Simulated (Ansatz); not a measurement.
# Nudged elastic band run: C$_{2}$H$_{5}$NS

The input (input.yaml):

```yaml
crystal:
  periodic: [false, false, false]
  atoms:
    - { symbol: "N", position_ang: [-0.489848, 0.903537, -0.963087] }
    - { symbol: C, position_ang: [0.400293, -0.115643, -0.693118] }
    - { symbol: C, position_ang: [0.517656, -0.793031, 0.478383] }
    - { symbol: S, position_ang: [-0.656736, -0.586273, 1.801248] }
    - { symbol: H, position_ang: [-0.772943, 1.007891, -1.935885] }
    - { symbol: H, position_ang: [-1.269172, 0.957397, -0.300561] }
    - { symbol: H, position_ang: [1.110671, -0.326104, -1.502204] }
    - { symbol: H, position_ang: [1.31005, -1.532104, 0.611448] }
    - { symbol: H, position_ang: [-0.061472, 0.438029, 2.486775] }
basis:
  gaussian: { orbitals: "6-31G*" }
hamiltonian:
  xc: pbe
  dispersion: d4
neb:
  order_check: false
  images: 9
  f_tol: 0.05
  max_iterations: 26
  optimiser: lbfgs
  climbing: true
  final_atoms:
    - { symbol: "N", position_ang: [-0.00264664, 0.76197292, -1.53136279] }
    - { symbol: C, position_ang: [-0.15884422, -0.1857224, -0.52801488] }
    - { symbol: C, position_ang: [0.39491464, -0.13393808, 0.70858599] }
    - { symbol: S, position_ang: [0.40842738, -1.57017805, 1.75117685] }
    - { symbol: H, position_ang: [-0.79385163, 0.85942847, -2.16695133] }
    - { symbol: H, position_ang: [0.35393479, 1.66852572, -1.22483766] }
    - { symbol: H, position_ang: [-0.72583134, -1.07329248, -0.83194957] }
    - { symbol: H, position_ang: [0.98221209, 0.73550018, 1.02949222] }
    - { symbol: H, position_ang: [-0.36981608, -1.10859727, 2.77686017] }
  initial_path:
    images:
      - { positions_ang: [[-0.489848, 0.903537, -0.963087], [0.400293, -0.115643, -0.693118], [0.517656, -0.793031, 0.478383], [-0.656736, -0.586273, 1.801248], [-0.772943, 1.007891, -1.935885], [-1.269172, 0.957397, -0.300561], [1.110671, -0.326104, -1.502204], [1.31005, -1.532104, 0.611448], [-0.061472, 0.438029, 2.486775]] }
      - { positions_ang: [[-0.41324504, 0.90829864, -0.97497339], [0.35945948, -0.14777159, -0.67634809], [0.55961065, -0.76098921, 0.49241686], [-0.54968025, -0.64567588, 1.83773429], [-0.80693051, 1.00479084, -1.88441093], [-1.06493877, 1.09676036, -0.29591012], [0.88276489, -0.47171053, -1.47329164], [1.41731722, -1.35258115, 0.61584564], [-0.29585867, 0.32257752, 2.34193637]] }
      - { positions_ang: [[-0.33664208, 0.91306029, -0.98685978], [0.31862595, -0.17990018, -0.65957819], [0.60156531, -0.72894743, 0.50645072], [-0.44262451, -0.70507876, 1.87422059], [-0.84091802, 1.00169068, -1.83293687], [-0.86070554, 1.23612373, -0.29125923], [0.65485878, -0.61731706, -1.44437928], [1.52458444, -1.1730583, 0.62024329], [-0.53024534, 0.20712604, 2.19709775]] }
      - { positions_ang: [[-0.26003912, 0.91782193, -0.99874616], [0.27779243, -0.21202877, -0.64280828], [0.64351996, -0.69690564, 0.52048458], [-0.33556876, -0.76448164, 1.91070688], [-0.87490553, 0.99859052, -1.7814628], [-0.65647231, 1.37548709, -0.28660835], [0.42695268, -0.76292359, -1.41546693], [1.63185166, -0.99353545, 0.62464093], [-0.76463201, 0.09167455, 2.05225912]] }
      - { positions_ang: [[-0.18343615, 0.92258357, -1.01063255], [0.23695891, -0.24415736, -0.62603837], [0.68547462, -0.66486386, 0.53451844], [-0.22851302, -0.82388451, 1.94719318], [-0.90889304, 0.99549036, -1.72998873], [-0.45223908, 1.51485046, -0.28195746], [0.19904657, -0.90853012, -1.38655457], [1.73911889, -0.81401261, 0.62903857], [-0.99901868, -0.02377693, 1.90742049]] }
      - { positions_ang: [[-0.10683319, 0.92734522, -1.02251894], [0.19612538, -0.27628596, -0.60926847], [0.72742927, -0.63282207, 0.5485523], [-0.12145727, -0.88328739, 1.98367947], [-0.94288056, 0.9923902, -1.67851466], [-0.24800585, 1.65421382, -0.27730658], [-0.02885954, -1.05413665, -1.35764221], [1.84638611, -0.63448976, 0.63343622], [-1.23340535, -0.13922841, 1.76258187]] }
      - { positions_ang: [[-0.08599588, 0.89427076, -1.12428771], [0.12513146, -0.25817324, -0.59301775], [0.66092635, -0.53304527, 0.58055904], [-0.01548034, -1.02066552, 1.93717895], [-0.91307477, 0.96579785, -1.776202], [-0.12761772, 1.6570762, -0.46681279], [-0.1682539, -1.05796782, -1.25250368], [1.6735513, -0.36049177, 0.71264742], [-1.0606875, -0.33310218, 1.96543753]] }
      - { positions_ang: [[-0.06515857, 0.8611963, -1.22605648], [0.05413754, -0.24006053, -0.57676703], [0.59442342, -0.43326847, 0.61256577], [0.09049659, -1.15804366, 1.89067843], [-0.88326899, 0.93920551, -1.87388933], [-0.00722959, 1.65993858, -0.65631901], [-0.30764826, -1.06179898, -1.14736515], [1.5007165, -0.08649378, 0.79185862], [-0.88796964, -0.52697595, 2.16829319]] }
      - { positions_ang: [[-0.04432126, 0.82812184, -1.32782525], [-0.01685638, -0.22194782, -0.56051631], [0.5279205, -0.33349168, 0.64457251], [0.19647352, -1.29542179, 1.8441779], [-0.8534632, 0.91261316, -1.97157666], [0.11315853, 1.66280096, -0.84582523], [-0.44704262, -1.06563015, -1.04222663], [1.3278817, 0.1875042, 0.87106982], [-0.71525179, -0.72084973, 2.37114885]] }
      - { positions_ang: [[-0.02348395, 0.79504738, -1.42959402], [-0.0878503, -0.20383511, -0.5442656], [0.46141757, -0.23371488, 0.67657925], [0.30245045, -1.43279992, 1.79767738], [-0.82365742, 0.88602081, -2.06926399], [0.23354666, 1.66566334, -1.03533144], [-0.58643698, -1.06946132, -0.9370881], [1.15504689, 0.46150219, 0.95028102], [-0.54253394, -0.9147235, 2.57400451]] }
      - { positions_ang: [[-0.00264664, 0.76197292, -1.53136279], [-0.15884422, -0.1857224, -0.52801488], [0.39491464, -0.13393808, 0.70858599], [0.40842738, -1.57017805, 1.75117685], [-0.79385163, 0.85942847, -2.16695133], [0.35393479, 1.66852572, -1.22483766], [-0.72583134, -1.07329248, -0.83194957], [0.98221209, 0.73550018, 1.02949222], [-0.36981608, -1.10859727, 2.77686017]] }
```

Run as:

```bash
$ ansatz run input.yaml --threads 1 --pin off --max-ram 2048MiB --backend cpu --events-out ev --progress --plain --runs-dir out
```

Output, in part (warnings, iteration lines):

```
NEB end point (image 0): max|allowed force component| = 5.562e-3 eV/Å (the criterion of neb.relax_end_points is 1.000e-2)
NEB end point (image 10): max|allowed force component| = 4.211e-3 eV/Å (the criterion of neb.relax_end_points is 1.000e-2)
NEB iter   1: max|band force component| = 2.872e1 eV/Å  barrier→ = 6.7250 eV  barrier← = 6.6102 eV  Δτ_max = 0.2000 Å  (395 SCF iters)
NEB iter   2: max|band force component| = 4.437e0 eV/Å  barrier→ = 3.1251 eV  barrier← = 3.0104 eV  Δτ_max = 0.0460 Å  (328 SCF iters)
NEB iter   3: max|band force component| = 2.660e0 eV/Å  barrier→ = 2.9859 eV  barrier← = 2.8711 eV  Δτ_max = 0.1009 Å  (321 SCF iters)
NEB iter   4: max|band force component| = 2.228e0 eV/Å  barrier→ = 2.7422 eV  barrier← = 2.6275 eV  Δτ_max = 0.0815 Å  (324 SCF iters)
NEB iter   5: max|band force component| = 3.171e0 eV/Å  barrier→ = 2.6348 eV  barrier← = 2.5200 eV  Δτ_max = 0.0574 Å  (318 SCF iters)
NEB iter   6: max|band force component| = 1.781e0 eV/Å  barrier→ = 2.5917 eV  barrier← = 2.4769 eV  Δτ_max = 0.0144 Å  (297 SCF iters)
NEB iter   7: max|band force component| = 8.462e-1 eV/Å  barrier→ = 2.5784 eV  barrier← = 2.4636 eV  Δτ_max = 0.0276 Å  (292 SCF iters)
NEB iter   8: max|band force component| = 7.683e-1 eV/Å  barrier→ = 2.5505 eV  barrier← = 2.4358 eV  Δτ_max = 0.0440 Å  (288 SCF iters)
NEB iter   9: max|band force component| = 1.291e0 eV/Å  barrier→ = 2.5071 eV  barrier← = 2.3923 eV  Δτ_max = 0.0221 Å  (286 SCF iters)
NEB iter  10: max|band force component| = 1.001e0 eV/Å  barrier→ = 2.4996 eV  barrier← = 2.3848 eV  Δτ_max = 0.0089 Å  (287 SCF iters)
NEB iter  11: max|band force component| = 6.043e-1 eV/Å  barrier→ = 2.4945 eV  barrier← = 2.3797 eV  Δτ_max = 0.0561 Å  (294 SCF iters)
NEB iter  12: max|band force component| = 1.261e0 eV/Å  barrier→ = 2.4649 eV  barrier← = 2.3502 eV  Δτ_max = 0.0185 Å  (286 SCF iters)
NEB iter  13: max|band force component| = 7.246e-1 eV/Å  barrier→ = 2.4617 eV  barrier← = 2.3470 eV  Δτ_max = 0.0215 Å  (292 SCF iters)
NEB iter  14: max|band force component| = 7.156e-1 eV/Å  barrier→ = 2.4570 eV  barrier← = 2.3422 eV  Δτ_max = 0.0528 Å  (293 SCF iters)
NEB iter  15: max|band force component| = 1.214e0 eV/Å  barrier→ = 2.4415 eV  barrier← = 2.3267 eV  Δτ_max = 0.0198 Å  (283 SCF iters)
NEB iter  16: max|band force component| = 5.126e-1 eV/Å  barrier→ = 2.4376 eV  barrier← = 2.3228 eV  Δτ_max = 0.0212 Å  (291 SCF iters)
NEB iter  17: max|band force component| = 7.760e-1 eV/Å  barrier→ = 2.4302 eV  barrier← = 2.3154 eV  Δτ_max = 0.0115 Å  (291 SCF iters)
NEB iter  18: max|band force component| = 5.386e-1 eV/Å  barrier→ = 2.4263 eV  barrier← = 2.3116 eV  Δτ_max = 0.0737 Å  (297 SCF iters)
NEB iter  19: max|band force component| = 1.473e0 eV/Å  barrier→ = 2.3983 eV  barrier← = 2.2836 eV  Δτ_max = 0.0234 Å  (281 SCF iters)
NEB iter  20: max|band force component| = 1.253e0 eV/Å  barrier→ = 2.3937 eV  barrier← = 2.2790 eV  CI = image 5  Δτ_max = 0.0182 Å  (294 SCF iters)
NEB iter  21: max|band force component| = 1.257e0 eV/Å  barrier→ = 2.4670 eV  barrier← = 2.3523 eV  CI = image 5  Δτ_max = 0.0185 Å  (295 SCF iters)
NEB iter  22: max|band force component| = 1.254e0 eV/Å  barrier→ = 2.5413 eV  barrier← = 2.4266 eV  CI = image 5  Δτ_max = 0.2000 Å  (296 SCF iters)
NEB iter  23: max|band force component| = 1.569e0 eV/Å  barrier→ = 2.6449 eV  barrier← = 2.5302 eV  CI = image 5  Δτ_max = 0.0262 Å  (307 SCF iters)
NEB iter  24: max|band force component| = 1.560e0 eV/Å  barrier→ = 2.7078 eV  barrier← = 2.5931 eV  CI = image 5  Δτ_max = 0.0794 Å  (293 SCF iters)
NEB iter  25: max|band force component| = 1.842e0 eV/Å  barrier→ = 3.0398 eV  barrier← = 2.9251 eV  CI = image 5  Δτ_max = 0.0347 Å  (289 SCF iters)
NEB iter  26: max|band force component| = 1.578e0 eV/Å  barrier→ = 3.0637 eV  barrier← = 2.9490 eV  CI = image 5  Δτ_max = 0.0362 Å  (305 SCF iters)
Error: NEB band did not converge after 26 iterations: max|band force component| = 1.58e0 eV/Å (threshold 5.0e-2); raise `neb.max_iterations` in a new run, which can start from the last band evaluated (`neb.initial_path`, with `crystal.atoms` and `neb.final_atoms` set to its first and last images), …
```

The run ended unconverged. The band didn't meet its force threshold, so its energies are provisional: the largest band force was still 1.58 eV/Å, and over the last iterations the top moved between 2.71 and 3.06 eV.

Final band (atoms are numbered from 1 in the order of the input):

```
image  path coordinate (Å)  energy (eV)  dihedral N1–C2–C3–H8 (°)
    0                 0.00         0.00                      -175
    1                 0.64         0.15                      -166
    2                 1.31         0.37                      -161
    3                 2.07         0.40                      -160
    4                 2.91         1.09                      -139
    5                 3.75         3.06                      -102
    6                 4.33         1.72                       -57
    7                 4.89         0.91                       -27
    8                 5.54         0.44                       -11
    9                 6.19         0.20                        -3
   10                 6.84         0.11                         4
```

Time of the run: 8.6 min on 1 thread of Intel(R) Xeon(R) Platinum 8259CL CPU @ 2.50GHz (Skylake/Cascade Lake), on a shared host, peak memory 0.17 GiB.
